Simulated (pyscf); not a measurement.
ZnH₂ (SMILES [ZnH2]) + CH₃• (SMILES [CH3]) → ZnH• (SMILES [ZnH]) + CH₄ (SMILES C) (hydrogen abstraction; doublet surface; H–Zn broken, C–H formed). Single points on ωB97X-D3(BJ)/def2-SVP structures (PySCF, gas phase). Correlated levels are frozen-core, on RHF or UHF. ΔMP2 is the change of the MP2 total energy from the triple- to the quadruple-zeta basis. Rate constants from transition-state theory, CCSD(T)/def2-TZVPP + ΔMP2(QZVPP) energies (ideal gas, 1 atm, RRHO with modes under 100 cm⁻¹ raised to 100, one conformer, R ln 2 for chiral ones without a mode under 150 cm⁻¹; no tunnelling), k in cm³ molecule⁻¹ s⁻¹.

| T (K) | 1000/T | log10 k |
|---|---|---|
| 298 | 3.354 | -16.17 |
| 600 | 1.667 | -13.63 |
| 900 | 1.111 | ? |
| 1200 | 0.833 | -12.01 |

Problem. Fit an Arrhenius line to the three values, give the activation energy, and predict k at 900 K.

Solution. Least squares gives log10 k = -10.76 − 1.63 × 1000/T, so Ea = 1.63 × ln 10 × 1.987 = 7.5 kcal/mol, against an electronic barrier of 5.4. At 900 K the line gives -12.57; the computed value is -12.61 (ΔG‡ = 28.7 kcal/mol), close to the line. One saddle was located; it need not be the lowest between these sides. The angle at the transferred H is 180°. The CCSD(T) − MP2 part came from Ansatz, without density fitting, on the same reference. The frozen core leaves the outer d or s,p core shells of the metals and heavy elements correlated in the MP2 and CC values, and def2-TZVPP describes them poorly, which can shift differences by a few kcal/mol. Elements up to Kr have no core potential and no relativistic terms here.
